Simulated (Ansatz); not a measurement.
A structure relaxed at PBE-D4/def2-TZVP in Ansatz, charge 1, doublet:

```xyz
3

Si   -1.6397   -0.8471    1.0006
Si    1.6393    0.8471   -1.0013
S     0.0005    0.0000    0.0007
```

Problem. Give its formula and point group.

Solution. Si2S⁺. Point group D∞h (tolerance 0.1 Å).

Problem. Summarise the bond lengths by kind (pairs closer than 1.2 times the sum of covalent radii, bridged metal pairs left out).

Solution. 2 × S–Si 2.10 Å.

The relaxation made no stability test and no search for a lower SCF solution. Another isomer (doublet) lies 0.96 eV lower at PBE0-D4/def2-TZVP; other spin states weren't run for this one.
